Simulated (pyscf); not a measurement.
`[CH3][CH3]` + `[GaH2]` [doublet] → `[CH3][GaH2]` + `[CH3]` [doublet], a substitution at C (doublet surface; C–C broken, C–Ga formed). Single points on ωB97X-D3(BJ)/def2-SVP structures (PySCF, gas phase). Energies in kJ/mol from the separated reactants.

Small-basis levels: PySCF, no dispersion term, spherical d functions. AM1 to PM7: differences of heats of formation from MOPAC, which are fitted to 298 K values and so differ in kind from electronic energies by zero-point and thermal terms. GFN2-xTB: tblite. Open shells are spin-unrestricted. 

| level | barrier | reaction energy |
|---|---|---|
| HF/STO-3G | 299.0 | +52.2 |
| HF/3-21G | 209.3 | +7.1 |
| PBE/6-31G*+LANL2DZ | 173.1 | +101.6 |
| B3LYP/LANL2DZ | 190.5 | +62.6 |
| B3LYP/6-31G*+LANL2DZ | 201.1 | +88.0 |
| B3LYP/6-311+G**+LANL2DZ | 194.2 | +74.1 |
| GFN2-xTB | 206.3 | +146.7 |
| AM1 | 145.0 | +225.0 |
| PM3 | 125.2 | +131.3 |
| ωB97M-D3(BJ)/def2-TZVP | 206.3 | +78.8 |

Against the last row the barrier runs from -81.1 (PM3) to +92.7 kJ/mol (HF/STO-3G). At AM1, PM3 this geometry lies under one side, so the entry may be no barrier of that level: it is a single point on another level's saddle. ωB97M-D3(BJ)/def2-TZVP has limits of its own. One saddle was located; it need not be the lowest between these sides. The angle at the attacked C is 159°. In the def2 sets elements up to Kr have no core potential.
